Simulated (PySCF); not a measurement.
## Löwdin shares of the frontier orbitals

Compound: C5H10O.
SMILES with atom numbers: `[CH2:1]=[CH:2][CH2:3][O:4][CH2:5][CH3:6]` (hydrogens: H7, H8 on C1; H9 on C2; H10, H11 on C3; H12, H13 on C5; H14, H15, H16 on C6)

Cartesian coordinates in Å at the PBE0-D3(BJ)/def2-SVP level; atoms count from 1:
```xyz
16
C5H10O angstrom
C     -3.1388    0.0594    0.4132
C     -1.9449    0.5466    0.0789
C     -0.8603   -0.2353   -0.5850
O      0.3498   -0.0062    0.0763
C      1.4461   -0.6284   -0.5300
C      2.6949   -0.2923    0.2484
H     -3.3953   -0.9915    0.2432
H     -3.9074    0.6912    0.8657
H     -1.7039    1.5992    0.2691
H     -1.1146   -1.3156   -0.6001
H     -0.7776    0.0838   -1.6486
H      1.5429   -0.2931   -1.5848
H      1.2960   -1.7283   -0.5641
H      2.8569    0.7956    0.2648
H      3.5760   -0.7711   -0.2036
H      2.6037   -0.6390    1.2883
```

Computed with TDDFT CAM-B3LYP/def2-SVPD, vertical, gas phase, core orbitals frozen in the response (PySCF 2.14.0, density-fitted response routines).

Kohn–Sham orbitals with the atoms that hold most of them (Löwdin shares over 4%, at most four atoms; ? is withheld):

```csv
orbital,ε (eV),atoms
HOMO-3,-11.27,"C2 17%, C1 14%, C3 13%, C5 12%"
HOMO-2,-10.63,"O4 45%, C3 12%, C5 12%, C2 7%"
HOMO-1,-9.22,"O4 27%, C2 23%, C1 22%, C5 7%"
HOMO,?,?
LUMO,1.24,?
LUMO+1,1.49,"C5 16%, C6 14%, C3 9%, H13 8%"
LUMO+2,1.82,"C1 24%, C6 13%, H7 11%, H8 8%"
```

Task: Which atoms hold the HOMO, and with what shares?

Result: O4 (bonded to 2 C) 32%; C1 (bonded to C and 2 H) 17%; C2 (bonded to 2 C and H) 15%; C3 (bonded to C, O and 2 H) 11%. By element: carbon 44% or more, oxygen 32%.

Task: Which atoms hold the LUMO, and with what shares?

Result: C1 (bonded to C and 2 H) 31%; C2 (bonded to 2 C and H) 29%; C3 (bonded to C, O and 2 H) 8%; H7 (bonded to C) 6%. By element: carbon 68% or more, hydrogen 6% or more.

Task: What is the HOMO energy, and the HOMO–LUMO gap?

Result: ε(HOMO) = -8.77 eV; the gap is 10.01 eV (0.3680 hartree).

Task: How does S1 compare with the orbital gap of 10.01 eV?

Result: S1 is at 6.97 eV (f = 0.095), 3.04 eV below the gap, made of HOMO→LUMO (87%), HOMO-1→LUMO (8%). Without the coupling terms of the response equations the lowest excitation would equal the gap.

Task: One configuration dominates each of S1, S2 and S4. Which, and how do the shares of the two leading atoms of either orbital change from the occupied to the empty one?

Result: 
- S1 (6.97 eV, f 0.095), HOMO→LUMO (87%): O4 32% → at most 7%, C1 17% → 31%, C2 15% → 29%
- S2 (7.25 eV, f 0.025), HOMO→LUMO+1 (73%): O4 32% → at most 9%, C1 17% → at most 9%, C5 at most 11% → 16%, C6 at most 11% → 14%
- S4 (7.68 eV, f 0.367), HOMO-1→LUMO (78%): O4 27% → at most 7%, C2 23% → 29%, C1 22% → 31%

One conformer stands for the species.
